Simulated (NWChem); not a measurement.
Species: chlorine (Cl$_{2}$); SMILES ClCl

```xyz
2

Cl     0.0000     0.0000     1.0215
Cl     0.0000     0.0000    -1.0215
```
Atoms are numbered in this order, from 1.

Structure relaxed at the B3LYP/6-31G* (spherical d) level.

Give the principal values of the shielding tensors (ppm) of Cl1 from LDA (Slater exchange, VWN5)/pcSseg-1, GIAO (NWChem), with their diamagnetic and paramagnetic parts as GIAO splits them.


```csv
atom,σ11,σ22,σ33,isotropic,diamagnetic,paramagnetic
Cl1,58.5,58.5,1155.1,424.0,1143.4,-719.4
```
